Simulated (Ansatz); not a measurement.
Mulliken charges of C3H2O2 (`C#COC=O`) from PBE/def2-TZVPP in Ansatz (PBE0-D4/def2-TZVP geometry).

| atom | x (Å) | y (Å) | z (Å) | charge (e) |
| --- | --- | --- | --- | --- |
| C1 | -1.078 | -0.019 | 1.586 | -0.104 |
| C2 | -0.140 | -0.003 | 0.845 | -0.028 |
| O3 | 0.934 | 0.017 | 0.100 | -0.156 |
| C4 | 0.769 | -0.005 | -1.268 | 0.144 |
| O5 | -0.271 | -0.041 | -1.827 | -0.176 |
| H6 | -1.920 | -0.034 | 2.234 | 0.227 |
| H7 | 1.769 | 0.017 | -1.715 | 0.093 |

Question: By hand: the dipole of these point charges (1 e Å = 4.8032 D).

Answer: Σ q r = (-0.143, 0.000, 0.282) e Å, of length 0.316 e Å = 1.52 D.

Question: How does the dipole of the full density compare? (Best estimate.)

Answer: Ansatz gave: (0.273, 0.008, 0.074) e Å, 1.36 D; the point charges give 1.12 times that, at 102° from its direction.

Point charges leave out the atoms' own dipoles, such as those of lone pairs, and Mulliken's split depends on the basis, so the two needn't agree.
